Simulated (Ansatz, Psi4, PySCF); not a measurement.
System: C2H7N, charge 0, multiplicity 1. SMILES: CCN
Geometry from a B3LYP-D3(BJ)/def2-TZVP (Ansatz, an electronic-structure program) optimisation:
```xyz
10

C      1.2101    -0.3675    -0.0020
C      0.0059     0.5734    -0.0002
N     -1.3057    -0.0740     0.0024
H      2.1508     0.1897    -0.0039
H      1.2028    -1.0109     0.8816
H      1.1996    -1.0116    -0.8851
H      0.0502     1.2284    -0.8744
H      0.0533     1.2290     0.8732
H     -1.4054    -0.6706     0.8165
H     -1.4083    -0.6712    -0.8110
```
Charge 0, spin multiplicity 1.

B3LYP/6-311+G** beside other levels, property by property. Terms: atomisation electronic, to ground-state atoms; non-relativistic; UHF or UKS for open shells; spin-orbit terms left out; no dispersion term unless named; six Cartesian d functions in 6-31G* and its kin unless marked 5d; 6-311+G** with 5d; valence correlation only. CBS marks a two-point X^-3 extrapolation of the correlation energy; Hartree-Fock from the larger set. The bracket is a focal-point correction in the basis named. First-principles rows: single points at B3LYP-D3(BJ) geometries (Ansatz), with unscaled harmonic terms from B3LYP/6-31G* at its own minima, enthalpies of formation by atomisation with measured atoms.

Measured values: G2/97 table in ASE (Curtiss et al.); G2/97 table in ASE (Curtiss et al.); G2/97 table in ASE (Curtiss et al.), the entry of H2N doubted and unchecked; NIST CCCBDB, as tabulated in the package chemicals; they hold spin-orbit and core effects, anharmonicity and other conformers. Coupled cluster (Ansatz) is a level with limits of its own, used here on species with T1 under 0.025 (0.045 for open shells) and stable references: (a) RI-MP2/CBS(aug-cc-pVTZ,aug-cc-pVQZ)+[CCSD(T)-MP2]/aug-cc-pVTZ; (b) RI-MP2/CBS(cc-pVTZ,cc-pVQZ)+[CCSD(T)-MP2]/cc-pVTZ.

```json
[
 {"property": "C-N bond dissociation enthalpy at 298 K, to [CH2]C (C2H5) + [NH2] (NH2) (kcal/mol)", "B3LYP/6-311+G** (Ansatz)": "78.3", "PBE/6-31G* (Ansatz)": "86.8", "BP86/def2-SVP (PySCF)": "85.6", "wB97X-D/6-31G* (Psi4)": "86.8", "to compare with": "85.3 measured"},
 {"property": "C-H bond dissociation enthalpy at 298 K, to C[CH]N + H atom (kcal/mol)", "B3LYP/6-311+G** (Ansatz)": "87.7", "PBE/6-31G* (Ansatz)": "87.7", "BP86/def2-SVP (PySCF)": "87.4", "wB97X-D/6-31G* (Psi4)": "91.2", "to compare with": "92.7 coupled cluster (b)"},
 {"property": "proton affinity at N (heteroatom site), enthalpy at 298 K, to CC[NH3+] (kcal/mol)", "B3LYP/6-311+G** (Ansatz)": "218.1", "PBE/6-31G* (Ansatz)": "221.5", "BP86/def2-SVP (PySCF)": "220.3", "wB97X-D/6-31G* (Psi4)": "223.9", "to compare with": "218.4 coupled cluster (b)"},
 {"property": "enthalpy of formation at 298 K (kcal/mol)", "B3LYP/6-311+G** (Ansatz)": "-5.7", "PBE/6-31G* (Ansatz)": "-21.6", "BP86/def2-SVP (PySCF)": "-37.6", "wB97X-D/6-31G* (Psi4)": "-8.0", "to compare with": "-11.3 measured"},
 {"property": "C-H bond dissociation enthalpy at 298 K, to [CH2]CN + H atom (kcal/mol)", "B3LYP/6-311+G** (Ansatz)": "98.7", "PBE/6-31G* (Ansatz)": "98.7", "BP86/def2-SVP (PySCF)": "99.5", "wB97X-D/6-31G* (Psi4)": "102.0", "to compare with": "102.3 coupled cluster (b)"},
 {"property": "C-C bond dissociation enthalpy at 298 K, to [CH3] (CH3) + [CH2]N (CH4N) (kcal/mol)", "B3LYP/6-311+G** (Ansatz)": "74.4", "PBE/6-31G* (Ansatz)": "84.1", "BP86/def2-SVP (PySCF)": "79.8", "wB97X-D/6-31G* (Psi4)": "85.3", "to compare with": "82.8 coupled cluster (a)"},
 {"property": "size of the dipole moment (D)", "B3LYP/6-311+G** (Ansatz)": "1.42", "PBE/6-31G* (Ansatz)": "1.34", "BP86/def2-SVP (PySCF)": "1.20", "wB97X-D/6-31G* (Psi4)": "1.44", "to compare with": "1.22 measured"},
 {"property": "atomisation energy (kcal/mol)", "B3LYP/6-311+G** (Ansatz)": "872.9", "PBE/6-31G* (Ansatz)": "888.7", "BP86/def2-SVP (PySCF)": "904.7", "wB97X-D/6-31G* (Psi4)": "875.2", "to compare with": "878.3 coupled cluster (a)"}
]
```

As the rows show:
- C-N bond dissociation enthalpy at 298 K, to [CH2]C (C2H5) + [NH2] (NH2): B3LYP/6-311+G** lies 7.0 kcal/mol below the measured value.
- C-H bond dissociation enthalpy at 298 K, to C[CH]N + H atom: B3LYP/6-311+G** lies 5.0 kcal/mol below coupled cluster.
- proton affinity at N (heteroatom site), enthalpy at 298 K, to CC[NH3+]: B3LYP/6-311+G** lies 0.3 kcal/mol below coupled cluster.
- enthalpy of formation at 298 K: B3LYP/6-311+G** lies 5.6 kcal/mol above the measured value.
- C-H bond dissociation enthalpy at 298 K, to [CH2]CN + H atom: B3LYP/6-311+G** lies 3.6 kcal/mol below coupled cluster.
- C-C bond dissociation enthalpy at 298 K, to [CH3] (CH3) + [CH2]N (CH4N): B3LYP/6-311+G** lies 8.4 kcal/mol below coupled cluster.
- size of the dipole moment: B3LYP/6-311+G** lies 0.20 D above the measured value.
- atomisation energy: B3LYP/6-311+G** lies 5.4 kcal/mol below coupled cluster.

The properties are those with a value to compare with, at most eight drawn at random. No case is left out for the size of its miss. Left out are saddle points of the reference geometry, anions that the best level run finds unbound, excited spin states, species near biochemistry, cases with under five habitual levels, runs that failed or whose electronic state is in doubt, and table entries that another table contradicts.
